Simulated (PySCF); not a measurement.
Species: PF2PH2, F2H2P2.
InChI=1S/F2H2P2/c1-4(2)3/h3H2

Torsions of this conformer, `[F:1][P:2]([F:3])[PH2:4]`: H–P4–P2–F1 175°, H–P4–P2–F1 83°.

The closed-shell ground state was solved at several levels (PySCF, density fitting, gas phase, non-relativistic). Geometry: PBE0-D3(BJ)/def2-TZVP, one conformer, isolated molecule.

```csv
level,basis functions,total energy (Eh),HOMO (eV),LUMO (eV),gap (eV),dipole (D)
PBE0/pcSseg-2,186,-883.3239,-7.30,-0.76,6.54,1.91
KT3/pcSseg-2,186,-891.2274,-6.25,-1.69,4.56,1.75
wB97X-D/pcSseg-2,186,-883.7093,-9.09,0.97,10.06,1.92
```

What might B97-2/pcSseg-2 (186 basis functions) give for the same quantities?

Total energy -883.7507 Eh, HOMO -7.07 eV, LUMO -0.78 eV, gap 6.29 eV, dipole 1.88 D.

Over all these levels, which gives the widest orbital gap and which the narrowest?

wB97X-D/pcSseg-2 (range-separated hybrid) has the widest, 10.06 eV, and KT3/pcSseg-2 (GGA) the narrowest, 4.56 eV. From the narrowest to the widest the HOMO moves by -2.84 eV and the LUMO by +2.66 eV.

In the pcSseg-2 basis, how does the gap go with the fixed share of exact exchange?

KT3 (0 %) 4.56 eV; B97-2 (21 %) 6.29 eV; PBE0 (25 %) 6.54 eV. Each rise in the share widens the gap here.

How far do the dipole and the HOMO energy spread over the levels?

The dipole runs from 1.75 to 1.92 D (mean 1.86 D) and the HOMO from -9.09 to -6.25 eV.

Note: wB97X-D ran without an empirical dispersion term, which enters the total energy and its gradient alone.
